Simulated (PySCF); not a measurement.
## Match the barriers

Saddle point of SiH₂ClF, closed shell (SiHF ([F][SiH]) + HCl → SiHCl ([SiH][Cl]) + HF; bonds formed: Si1–Cl5, F2–H3; bonds broken: Si1–F2, H3–Cl5), PBE0-D4/def2-TZVP structure:

| atom | x (Å) | y (Å) | z (Å) |
| --- | --- | --- | --- |
| Si1 | -0.5134 | -0.9468 | 0.3597 |
| F2 | 0.9535 | -0.5123 | -0.6551 |
| H3 | 0.8886 | 0.5398 | -0.0559 |
| H4 | -1.4536 | -0.3382 | -0.6719 |
| Cl5 | 0.1248 | 1.2574 | 1.0233 |

PySCF 2.14 with density fitting (its default auxiliary sets; JK sets also for MP2 and CCSD(T)); basis: def2-TZVPP, with def2-QZVPP for the basis limit; cores frozen in the correlated methods. Extrapolation: Hartree–Fock as exp(−7.88 √X), correlation as X^−2.97. Four methods, as single points on the PBE0-D4 structures, gave these electronic barriers from the start structure: 6.94, 9.71, 14.11, 24.38 kcal/mol.

Problem. The methods were, in alphabetical order, CCSD(T), HF, PBE-D4, PBE0-D4. Which gave which? (A judgement: the text doesn't fix the answer.)

Solution. Computed: PBE-D4 6.94; PBE0-D4 9.71; CCSD(T) 14.11; HF 24.38 kcal/mol. For comparison, CCSD(T) at an estimated basis limit (MP2 extrapolated from triple and quadruple zeta, plus CCSD(T) − MP2 in triple zeta) gives 13.42 kcal/mol.

T1 diagnostic: at most 0.013.

Labels in which every atom is bracketed show which atoms are joined, not bond orders.

For scale, one of the runs: CCSD(T)/def2-TZVPP, 143 basis functions, launched by `OMP_NUM_THREADS=4 python run.py`. Time: 46 s of wall clock on 4 CPU threads of an AMD EPYC 7B13; the host was shared. Peak host memory: 0.88 GiB.
